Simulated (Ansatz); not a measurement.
Results of PBE-D4 in Ansatz (PAW) for hcp Sc.

Run with plane-wave cutoff 500 eV, 30×30×14 k mesh (along the axes of the cell as run), Fermi–Dirac smearing 0.1 eV, scalar-relativistic PAW data made under PBE.

Computed at the level's own relaxed cell.

Estimate the volume per atom, lattice parameter a and lattice parameter c that the calculation returns.


- volume per atom = 23.96 Å³/atom
- lattice parameter a = 3.285 Å
- lattice parameter c = 5.126 Å

Measured, for comparison: lattice constant a 3.309 Å, lattice parameter c 5.268 Å (293 K, not corrected to a static lattice; as tabulated in Wikipedia's data pages). Computed (rounded) less measured: lattice constant a -0.7 %, lattice parameter c -2.7 %. A static lattice is as a rule a little smaller and stiffer than an uncorrected measurement, which can account for part of this.

It cost roughly 2.6 core-minutes of CPU time.

Ansatz is a program for electronic structure.
